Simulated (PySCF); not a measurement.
# Gas-phase basicity (−ΔG): calculation against experiment

Energies: ωB97X-D3(BJ)/def2-TZVP (PySCF, density fitting, integration grid level 2) on PBE0-D3(BJ)/def2-SVP structures. Thermal corrections: PBE0-D3(BJ)/def2-SVP frequencies, unscaled, ideal gas at 298.15 K and 1 bar, quasi-RRHO entropy.

```jsonl
{"molecule": "2,2,2-trifluoroethanol, OCC(F)(F)F (C2H3F3O)", "computed / kJ/mol": "678", "measured / kJ/mol": "670", "difference": "8"}
{"molecule": "propanenitrile, CCC#N (C3H5N)", "computed / kJ/mol": "775", "measured / kJ/mol": "763", "difference": "12"}
{"molecule": "3-methyl-2-butanone, CC(=O)C(C)C (C5H10O)", "computed / kJ/mol": "819", "measured / kJ/mol": "804", "difference": "14"}
{"molecule": "1-methylazetidine, CN1CCC1 (C4H9N)", "computed / kJ/mol": "937", "measured / kJ/mol": "852", "difference": "86"}
{"molecule": "CNC(C)=O (C3H7NO)", "computed / kJ/mol": "869", "measured / kJ/mol": "858", "difference": "11"}
```

Measured values: NIST Chemistry WebBook, evaluated or the median of agreeing entries. Evaluated proton affinities, basicities and acidities carry uncertainties of about 8 kJ/mol, some more. Mean signed difference 26.3 kJ/mol, mean absolute 26.3 kJ/mol, over these rows.

1-methylazetidine, phosphorous acid: the gap is larger than usual, and may come from another state, site, conformer or species, from the functional or basis, or from an outlying measurement.

**Question.** What do calculation and experiment give for phosphorous acid, `OP(O)O` (H3O3P)?

**Answer.** Computed 864 kJ/mol, measured 789 kJ/mol.

Differences come from unrounded values, so a last digit can differ from that of the printed terms.
